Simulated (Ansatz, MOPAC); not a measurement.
System: 1,1,2,2-tetrafluoroethene, C$_{2}$F$_{4}$, charge 0, multiplicity 1. SMILES: FC(=C(F)F)F

Atoms: C1, C2, F3, F4, F5, F6. Bonds: C1-C2, C1-F3, C1-F4, C2-F5, C2-F6.

Bond lengths (Å) and angles (degrees) optimised at AM1 with MOPAC; PM6 with MOPAC; HF/STO-3G with Ansatz (a quantum-chemistry and plane-wave program); PBE/6-31G* with Ansatz, each started from the B3LYP-D3(BJ)/def2-TZVP structure (Ansatz) of the last column. A row stands for all coordinates that are equal there. 6-31G* holds six Cartesian d functions. No wavenumbers were computed at HF/STO-3G, PBE/6-31G*, so these may be saddle points.

```
coordinate    AM1    PM6  HF/STO-3G  PBE/6-31G*  B3LYP-D3(BJ)/def2-TZVP
----------  -----  -----  ---------  ----------  ----------------------
C1-C2       1.368  1.335      1.332       1.338                   1.321
C1-F3       1.340  1.317      1.353       1.332                   1.319
C2-C1-F3    125.4  126.0      123.4       123.0                   123.4
F3-C1-F4    109.3  108.0      113.1       113.9                   113.2
```

Mean signed difference of all 5 bond lengths from B3LYP-D3(BJ)/def2-TZVP: AM1 0.026 Å, PM6 0.001 Å, HF/STO-3G 0.030 Å, PBE/6-31G* 0.014 Å.
